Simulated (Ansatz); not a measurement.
# CHAl (triplet): from Hartree-Fock to the top rungs, def2-QZVPP

The task here is to estimate one member of a computed series from the others.

Program: Ansatz 0.2.0, Gaussian basis. Level of theory: def2-QZVPP, core rule «outside noble gas», up to 6 orbitals frozen. These are calculated values, not measurements.

The runs, in order: UHF; ROHF; CCSD(T) on UHF.

2 further runs of the same task are left out: 2 set aside as unsound or not needed.

## The system

The geometry is a PBE0/def2-TZVP stationary point (not a proven minimum) of the parent state, kept for this charge and spin.

3 atoms, charge 0, spin multiplicity 3.

Atoms are counted from 1 here; the program's logs count them from 0.

Bond lengths: Al1–C2 1.850 Å, C2–H3 1.096 Å. Angles: Al1–C2–H3 134.6°.

Set-up of the first run:

in.yaml

```yaml
crystal:
  periodic: [false, false, false]
  atoms:
    - {symbol: Al, position_ang: [0.000000, 0.033682, 0.621048]}
    - {symbol: C, position_ang: [0.000000, -0.124908, -1.222629]}
    - {symbol: H, position_ang: [0.000000, 0.586788, -2.055880]}
basis:
  gaussian: {orbitals: "def2-QZVPP.json"}
magnetization: {spin_polarized: true, initial_magnetization: 2}
hamiltonian: {xc: hf}
output: {orbitals: {seedname: orbitals}}
```

The run is started by

```console
ansatz run in.yaml --threads 1 --pin off --events-out ev --progress --plain --max-ram 2393MiB
```

Among the steps run: UHF; ROHF; CCSD(T) on UHF.

One table of the session follows, with a row left open; its other results are not shown here.

It belongs to the step «Misses and costs». 

```
  method  from UCCSD(T) (kcal/mol)
    ROHF                   +135.55
     UHF                   +128.60
    UMP2                    +25.33
   UCCSD                         ?
UCCSD(T)                         0
```

**Question.** Estimate the row for UCCSD.

**Answer.** from UCCSD(T) (kcal/mol): +5.08. In the column «from UCCSD(T) (kcal/mol)» it lies between UCCSD(T) (0) and UMP2 (+25.33).
